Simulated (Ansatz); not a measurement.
Input for Ansatz (development build ahead of 0.2.0):

```yaml
crystal:
  periodic: [false, false, false]
  atoms:
    - { symbol: C, position_ang: [1.39857, 0.00931, 0.00016] }
    - { symbol: C, position_ang: [0.70299, 1.21309, 0.00664] }
    - { symbol: C, position_ang: [-0.69866, 1.21778, 0.00198] }
    - { symbol: C, position_ang: [-1.39085, -0.00865, -0.00292] }
    - { symbol: C, position_ang: [-0.69545, -1.19838, -0.00154] }
    - { symbol: C, position_ang: [0.70542, -1.21358, -0.00249] }
    - { symbol: H, position_ang: [2.49743, 0.00306, -0.00076] }
    - { symbol: H, position_ang: [1.24125, 2.14679, 0.00559] }
    - { symbol: H, position_ang: [-1.24777, 2.16305, -0.00382] }
    - { symbol: H, position_ang: [-2.49713, 0.00062, 0.0039] }
    - { symbol: H, position_ang: [-1.24326, -2.15834, 0.00926] }
    - { symbol: H, position_ang: [1.23897, -2.15403, -0.00864] }
basis:
  gaussian: { orbitals: STO-3G }
hamiltonian:
  xc: hf
correlation:
  method: mp2
  frozen_orbitals: { C: 1, H: 0 }
```

The input is written out in the form of the current development build from the run's settings.

Output:

```yaml
Converged: yes
Reference_energy: -227.88850 hartree
Correlation_energy: -0.35049 hartree
Total_energy: -228.23899 hartree
Spin_squared_of_the_determinant: 0.000
```
